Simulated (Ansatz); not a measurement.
**NH+ (quartet): from Hartree-Fock to the top rungs, aug-cc-pVDZ**

Aim: climb from Hartree-Fock through coupled cluster and multireference methods for NH+ (quartet) at one geometry and basis, and see what each rung misses.

The runs use Ansatz 0.2.0, Gaussian basis; aug-cc-pVDZ, core rule «outside noble gas», up to 1 orbitals frozen.

To be run: UHF; CCSD(T) on ROHF; CCSD(T) on UHF; BCCD(T) on ROHF; CISD; CCSDT(Q) on ROHF; CCSDT(Q) on UHF; CISDTQ; CASSCF and MRCISD+Q, 5 electrons in 5 orbitals; CASSCF and NEVPT2, 5 electrons in 5 orbitals; Full CI.

21 further runs of the same task are left out: 9 that didn't finish, 12 set aside as unsound or not needed.

## (1) What is computed

The geometry is a PBE0/def2-TZVP stationary point (not a proven minimum) of the parent state, kept for this charge and spin.

2 atoms, charge 1, spin multiplicity 4.

Atoms are counted from 1 here; the program's logs count them from 0.

Bond lengths: N1–H2 1.040 Å.

As a file:

```xyz
2
HN
N     0.00000    0.00000    0.00000
H     0.00000    0.00000    1.03965
```

## (2) UHF

File in.yaml:

```yaml
crystal:
  periodic: [false, false, false]
  atoms:
    - {symbol: N, position_ang: [0.000000, 0.000000, 0.000000]}
    - {symbol: H, position_ang: [0.000000, 0.000000, 1.039652]}
basis:
  gaussian: {orbitals: aug-cc-pVDZ}
total_charge: 1
magnetization: {spin_polarized: true, initial_magnetization: 3}
hamiltonian: {xc: hf}
output: {orbitals: {seedname: orbitals}}
```

Launch:

```console
$ ansatz run in.yaml --threads 1 --pin off --events-out ev --progress --plain --max-ram 2393MiB
```

Further steps of the session: CCSD(T) on ROHF; CCSD(T) on UHF; BCCD(T) on ROHF; CISD; CCSDT(Q) on ROHF; CCSDT(Q) on UHF; CISDTQ; CASSCF and MRCISD+Q, 5 electrons in 5 orbitals; CASSCF and NEVPT2, 5 electrons in 5 orbitals; Full CI.

**Question.** What will the summary of the whole plan be? Wanted: FCI below the RHF energy; RMP2 from FCI; UMP2 from FCI; RCCSD from FCI; RCCSD(T) from FCI; UCCSD(T) from FCI; RCCSDT(Q) from FCI; UCCSDT(Q) from FCI; NEVPT2 valence from FCI.

The runs gave:

```
                         quantity                                                                                                            value
         FCI below the RHF energy                                                                                                       -2.4126 eV
                    RMP2 from FCI                                                                                                       +495.2 meV
                    UMP2 from FCI                                                                                                       +487.4 meV
                   RCCSD from FCI                                                                                                        +40.2 meV
                RCCSD(T) from FCI                                                                                                         +7.3 meV
                UCCSD(T) from FCI                                                                                                         +5.5 meV
               RCCSDT(Q) from FCI                                                                                                         -0.7 meV
               UCCSDT(Q) from FCI                                                                                                         -2.5 meV
          NEVPT2 valence from FCI                                                                                                       +409.6 meV
        MRCISD+Q valence from FCI                                                                                                        +30.6 meV
levels within 1 kcal/mol (43 meV)  CISD, RCCSD, UCCSD, RCCSD(T), UCCSD(T), BCCD(T), RCCSDT, UCCSDT, CISDTQ, RCCSDT(Q), UCCSDT(Q), MRCISD+Q valence
                    T1 diagnostic                                                                                                            0.018
   effectively unpaired electrons                                                                                                             3.01
```

What this shows: RCCSD(T) misses by +7.3 meV, 0.3 % of the correlation energy. UCCSDT(Q) falls below full CI: unrestricted runs freeze a spin-polarised core, another one than full CI's, and coupled cluster isn't variational. One determinant dominates. Of the multireference levels listed MRCISD+Q valence comes nearest in total energy (+30.6 meV), which doesn't show that its space is the better one. These misses are within one basis, not against nature; the frozen cores of restricted and unrestricted runs differ, which can shift their rows.
